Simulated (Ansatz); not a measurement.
The same path of CH4AlS (7 atoms, charge -1, multiplicity 1) was run twice with different band settings.

All numbers below come from Ansatz, RKS CAM-B3LYP-D4/def2-SVP.

Relaxed end points:

```xyz
7
Properties=species:S:1:pos:R:3
C -0.792 0.543 -0.906
Al -0.182 0.043 0.730
S 1.752 -1.118 1.106
H -1.730 1.101 -1.044
H -0.294 0.337 -1.865
H -0.838 0.301 2.179
H 2.085 -1.207 -0.199
```

```xyz
7
Properties=species:S:1:pos:R:3
C -0.794 0.542 -0.907
Al -0.180 0.042 0.727
S 1.747 -1.127 1.106
H -0.305 0.332 -1.870
H -1.728 1.110 -1.039
H -0.833 0.307 2.178
H 2.093 -1.207 -0.196
```

Common settings: movable images 5; climbing image yes; spring 5.0 eV/Å²; optimiser quadratic models (default); force threshold 0.05 eV/Å; iteration limit 60; end points relaxed.

| run | start path |
| --- | --- |
| 1 | through a guess of the saddle point |
| 2 | straight line |

Question: What does each run give, and how far can it be trusted?

Answer: Run 1: converged after 14 iterations, highest image 0.759 eV above the first end. A vibrational analysis at the climbing image gives one clearly imaginary mode, 643i cm⁻¹: a first-order saddle point.
Run 2: converged after 8 iterations, highest image 0.747 eV above the first end. The order of the stationary point at the top wasn't checked.
Limits of this set-up: an anion without diffuse functions.
